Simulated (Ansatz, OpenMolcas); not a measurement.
**A ladder of methods for CHP (methylidynephosphane)**

CHP has 3 atoms, charge 0, and is taken as a singlet. SMILES: `C#P`. Geometry: relaxed at GFN2-xTB.

```xyz
3

C    -0.1371    0.0598   -0.0664
P     1.1492   -0.5127    0.5742
H    -1.0121    0.4528   -0.5078
```

Each level gives the vertical energy of the triplet above the singlet (eV). The values are calculated.

| level | kind | program | value (eV) | less FCI/STO-3G |
| --- | --- | --- | --- | --- |
| SVWN5/STO-3G | LDA | Ansatz | 4.94 | +0.87 |
| revPBE/STO-3G | GGA | Ansatz | 4.60 | +0.53 |
| B3LYP/STO-3G | global hybrid | OpenMolcas | 4.38 | +0.31 |
| M06-2X/STO-3G | hybrid meta-GGA | OpenMolcas | 4.45 | +0.38 |
| CAM-B3LYP/STO-3G | range-separated hybrid | Ansatz | 4.21 | +0.14 |
| CASSCF(4,4)/STO-3G | multireference | OpenMolcas | 4.01 | -0.06 |
| SC-NEVPT2(4,4)/STO-3G | multireference | OpenMolcas | 4.12 | +0.05 |
| CCSD(T)/STO-3G | coupled cluster or CI | Ansatz | 3.98 | -0.09 |
| FCI/STO-3G, open shells restricted | exact in the basis | OpenMolcas | 4.07 | 0.00 |

FCI/STO-3G, open shells restricted is exact within its basis and frozen core, so for wave-function methods in that basis the difference is their error; functionals converge differently with the basis, so for them it is only a difference. The values span 3.98 to 4.94 eV. Spin contamination of the reference (⟨S²⟩ at least 0.1 too high) touches CCSD(T)/STO-3G. All rows use very small basis sets, so none should be taken for the real molecule's value.
